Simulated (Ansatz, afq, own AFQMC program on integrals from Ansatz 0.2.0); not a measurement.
## ZrICl2, doublet in def2-TZVP, levels against AFQMC with the constraint released

```yaml
atoms:
  - { symbol: Zr, position_ang: [0.1347, -0.3386, -0.7239] }
  - { symbol: Cl, position_ang: [2.0475, -1.4013, 0.0798] }
  - { symbol: Cl, position_ang: [-1.7795, -1.5786, -1.2068] }
  - { symbol: I, position_ang: [0.1371, 2.3329, -1.0990] }
```

Connectivity, by distances: Cl–Zr(–Cl)–I.

Basis def2-TZVP with its core potentials. Only valence electrons are correlated. Integrals, coupled cluster, full CI and functionals: Ansatz 0.2.0; the random walks run on the same integrals in our own AFQMC program. The CISD trial takes its coefficients from CCSD amplitudes. Released means that phaseless walkers are propagated on without the constraint, phases kept. Uncertainties: one standard error, sampling alone. No spin–orbit coupling. The metal's outer-core s and p shells are frozen, which shifts wave-function levels against functionals.

Determinant: UHF, the one that the program's search chose, which needn't be the lowest solution. The geometry is a PBE0/def2-SVP stationary point of this or a neighbouring charge and spin state.

No full CI on the walks' own integrals is used here. The released AFQMC energy serves as the reference, which it does only where one determinant dominates, the energy is flat over the last release times and near the phaseless one (40 meV or 2 meV an electron, half that with transition metals). On small molecules, where full CI could be run and the noise was under 10 meV, such values lay within 10 meV of it in 19 cases of 20, a flattering rate, since the rule was set on those same cases; what remains of the bias isn't in the error bar.

Cautions: no spin-orbit coupling; outer-core shells of the metal frozen; inner d shell frozen; the released value is read at 1.20 1/Eh with a noise of 22 meV, more than in the cases checked (meV from the phaseless value at times in 1/Eh: -22 ± 19 at 0.24, -18 ± 18 at 0.48, -22 ± 21 at 0.80, -10 ± 22 at 1.20); released reference can be 30 meV off for metals.

The T1 diagnostic is 0.0179, the weight of the determinant in the CISD state is 0.762 and the ⟨S²⟩ of the determinant is 0.757. The size of the correlated space is 25 electrons in 141 orbitals.

Reference: AFQMC with the constraint released, correlation energy -17.955 ± 0.022 eV.

```json
{"level": "HF", "E − E(reference) (kJ/mol)": "1732.4 ± 2.2", "share of correlation (%)": "0.00"}
{"level": "MP2", "E − E(reference) (kJ/mol)": "203.8 ± 2.2", "share of correlation (%)": "88.24"}
{"level": "CCSD", "E − E(reference) (kJ/mol)": "87.3 ± 2.2", "share of correlation (%)": "94.96"}
{"level": "CCSD(T)", "E − E(reference) (kJ/mol)": "8.1 ± 2.2", "share of correlation (%)": "99.53"}
{"level": "ph-AFQMC/CISD", "E − E(reference) (kJ/mol)": "1.0 ± 2.6", "share of correlation (%)": "99.94"}
```

Released energies are given only where the last usable release times agree within the noise; a slower fall can still hide under it.
